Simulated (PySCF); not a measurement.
One molecule, one basis, several functionals.

3-methylenepent-1-yne, C6H8.
SMILES: `C#CC(=C)CC`

Torsions of this conformer, `[CH:1]#[C:2][C:3](=[CH2:4])[CH2:5][CH3:6]`: C2–C3–C5–C6 -64°.

PySCF, def2-SVPD basis, density fitting, gas phase, PBE0-D3(BJ)/def2-SVP geometry; singlet excitations by full TDDFT with frozen cores, triplets by Tamm–Dancoff TDDFT and ionisation energies by ΔSCF, from the lowest of the holes tried. One functional is left out:

```json
{"functional": "LDA", "exact exchange (%)": "0", "HOMO energy (eV)": "-6.15", "LUMO energy (eV)": "-2.00", "lowest singlet excitation (eV)": "5.03", "lowest triplet excitation (eV)": "3.60", "mean polarisability (au)": "77.1", "vertical ionisation energy (eV)": "9.15"}
{"functional": "PBE", "exact exchange (%)": "0", "HOMO energy (eV)": "-5.96", "LUMO energy (eV)": "-1.77", "lowest singlet excitation (eV)": "5.04", "lowest triplet excitation (eV)": "3.42", "mean polarisability (au)": "76.2", "vertical ionisation energy (eV)": "8.89"}
{"functional": "PBE0", "exact exchange (%)": "25", "HOMO energy (eV)": "-6.99", "LUMO energy (eV)": "-0.84", "lowest singlet excitation (eV)": "5.41", "lowest triplet excitation (eV)": "3.38", "mean polarisability (au)": "74.0", "vertical ionisation energy (eV)": "8.95"}
{"functional": "BHandHLYP", "exact exchange (%)": "50", "HOMO energy (eV)": "-7.88", "LUMO energy (eV)": "0.22", "lowest singlet excitation (eV)": "5.58", "lowest triplet excitation (eV)": "3.37", "mean polarisability (au)": "72.9", "vertical ionisation energy (eV)": "8.84"}
```

Task: Predict the row of B3LYP (20 % exact exchange) by straight lines through the other rows, and check it.

Result: 
```json
{"property": "HOMO energy (eV)", "line": "-6.79", "computed": "-6.78", "computed − line": "+0.01", "PBE0 (25 %), for comparison": "-6.99"}
{"property": "LUMO energy (eV)", "line": "-1.04", "computed": "-1.05", "computed − line": "-0.01", "PBE0 (25 %), for comparison": "-0.84"}
{"property": "lowest singlet excitation (eV)", "line": "5.28", "computed": "5.31", "computed − line": "+0.03", "PBE0 (25 %), for comparison": "5.41"}
{"property": "lowest triplet excitation (eV)", "line": "3.44", "computed": "3.44", "computed − line": "0.00", "PBE0 (25 %), for comparison": "3.38"}
{"property": "mean polarisability (au)", "line": "75.0", "computed": "74.8", "computed − line": "-0.2", "PBE0 (25 %), for comparison": "74.0"}
{"property": "vertical ionisation energy (eV)", "line": "8.95", "computed": "8.97", "computed − line": "+0.02", "PBE0 (25 %), for comparison": "8.95"}
```
